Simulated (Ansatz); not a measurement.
```yaml
crystal:
  periodic: [false, false, false]
  atoms:
    - {symbol: Ga, position_ang: [-1.714310, 0.691828, -0.000032]}
    - {symbol: Ge, position_ang: [0.003928, -1.368738, -0.000696]}
    - {symbol: Ga, position_ang: [1.710311, 0.701657, 0.000741]}
    - {symbol: H, position_ang: [-0.006456, 2.249301, 0.001144]}
basis:
  gaussian: {orbitals: def2-TZVP}
magnetization: {spin_polarized: true, initial_magnetization: 3}
hamiltonian: {xc: pbe0}
relax: {f_tol: 0.004, max_steps: 80}
```

```sh
$ ansatz run in.yaml --threads 1 --pin off --events-out ev --progress --plain --max-ram 2176MiB
```

Steps of the relaxation (energy above the last step; positions in Å, forces in eV/Å):

```
4
step 1, 641.2 meV
Ga   -1.714    0.692    0.000    0.836    0.602    0.000
Ge    0.004   -1.369   -0.001    0.000    0.100    0.000
Ga    1.710    0.702    0.001   -0.839    0.597    0.000
H    -0.006    2.249    0.001    0.004   -1.299   -0.001
```

```
4
step 2, 156.6 meV
Ga   -1.592    0.783    0.000    0.604    0.350    0.000
Ge    0.004   -1.355   -0.001    0.000    0.049    0.000
Ga    1.588    0.792    0.001   -0.606    0.347    0.000
H    -0.006    2.054    0.001    0.002   -0.746    0.000
```

```
4
step 3, 46.3 meV
Ga   -1.414    0.862    0.000   -0.334   -0.390    0.000
Ge    0.004   -1.378   -0.001    0.000    0.123    0.000
Ga    1.409    0.870    0.001    0.336   -0.388    0.000
H    -0.006    1.920    0.001   -0.002    0.655    0.000
```

```
4
step 7, 0.0 meV
Ga   -1.419    0.820    0.000    0.000    0.000    0.000
Ge    0.004   -1.387   -0.001    0.000    0.000    0.000
Ga    1.414    0.829    0.001    0.000    0.000    0.000
H    -0.006    2.012    0.001    0.000    0.001    0.000
```

Close pairs at the end: Ga1–H4 1.848 Å, Ga3–H4 1.848 Å, Ga1–Ge2 2.626 Å, Ge2–Ga3 2.626 Å, Ga1–Ga3 2.833 Å.

A stationary point of unrestricted PBE0 after 7 steps, with ⟨S²⟩ = 3.763 against 3.75 for a pure state; no frequencies were run, so it isn't proven a minimum. 4.3 min on 1 thread of Arm Neoverse N1, shared host.
